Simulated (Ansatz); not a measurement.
Reaction (atomization): `C#CCC` → 4 C• + 6 H•

Gas-phase electronic energies from Ansatz, PBE0-D4/def2-TZVP geometries. CBS: MP2 limit from def2 TZ/QZ plus the TZ coupled-cluster correction, frozen cores. This one scheme is used for every species, atoms too. Functionals use def2-TZVPP. Open shells (•) are unrestricted, without spin–orbit coupling. Spin–orbit coupling would lower the free atoms: a little for C.

CCSD(T)/CBS gives +4171.6 kJ/mol.

**Question.** Another level gave +4162.0 kJ/mol. Which?
A. PBE0-D4/def2-TZVPP
B. r2SCAN0-D4/def2-TZVPP
C. r2SCANh-D4/def2-TZVPP
D. MP2/def2-TZVPP

**Answer.** C. r2SCANh-D4 4162.0, PBE0-D4 4209.7, MP2/def2-TZVPP 4150.1, r2SCAN0-D4 4131.9 kJ/mol.

Largest T1 diagnostic among the species: 0.011.

The D4 term adds +22.8 kJ/mol with B3LYP and +11.9 kJ/mol with PBE0; it sums over pairs of atoms, weighted by their polarisabilities, and B3LYP, whose exchange is more repulsive, gets the larger term. From PBE to PBE0 (25 % exact exchange), in def2-TZVPP and without D4, ΔE moves by −66.0 kJ/mol: exact exchange takes away binding that semilocal exchange gives to molecules. Leaving LDA and LC-ωPBE aside and taking each functional with its dispersion term where it has one, the values, not all of them listed here, spread over 209.8 kJ/mol, from BHLYP-D4 to PBE-D4. LDA lies +484.5 kJ/mol from PBE without D4, its usual overbinding.

B3LYP here is the variant with VWN-RPA as its local correlation; programs differ in this.

For atomizations the MP2-based limit and the directly extrapolated one differ by several kJ/mol either way, and by 10 to 25 for some Ge, Se and Sn compounds, so smaller differences from it don't rank the levels.
